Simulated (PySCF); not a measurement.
N-methylsulfinylamine, CH3NOS.
Z-matrix (Å and degrees, PBE0-D3(BJ)/def2-TZVP geometry), rows numbered from 1:
```
C 
N   1  1.4447
S   2  1.5057  1  123.70
O   3  1.4547  2  119.05  1    -0.22
H   1  1.0941  2  111.19  3    55.42
H   1  1.0884  2  109.20  3   176.45
H   1  1.0943  2  110.67  3   -63.32
```

The closed-shell ground state was solved at several levels (PySCF, density fitting, gas phase, non-relativistic). Geometry: PBE0-D3(BJ)/def2-TZVP; no solvent, vibrations or thermal averaging.

```tsv
level	basis functions	HOMO (eV)	LUMO (eV)	gap (eV)	dipole (D)
PBE0/pcSseg-2	193	-8.55	-2.43	6.12	1.60
KT3/pcSseg-2	193	-7.14	-3.32	3.82	1.55
wB97X-D/pcSseg-2	193	-10.43	-0.64	9.79	1.58
```

Task: What might B97-2/pcSseg-2 (193 basis functions) give for the same quantities?

Result: HOMO -8.27 eV, LUMO -2.51 eV, gap 5.76 eV, dipole 1.59 D.

Task: Over all these levels, which gives the widest orbital gap and which the narrowest?

Result: wB97X-D/pcSseg-2 (range-separated hybrid) has the widest, 9.79 eV, and KT3/pcSseg-2 (GGA) the narrowest, 3.82 eV. From the narrowest to the widest the HOMO moves by -3.29 eV and the LUMO by +2.68 eV.

Task: In the pcSseg-2 basis, how does the gap go with the fixed share of exact exchange?

Result: KT3 (0 %) 3.82 eV; B97-2 (21 %) 5.76 eV; PBE0 (25 %) 6.12 eV. Each rise in the share widens the gap here.

Task: How far do the dipole and the HOMO energy spread over the levels?

Result: The dipole runs from 1.55 to 1.60 D (mean 1.58 D) and the HOMO from -10.43 to -7.14 eV.
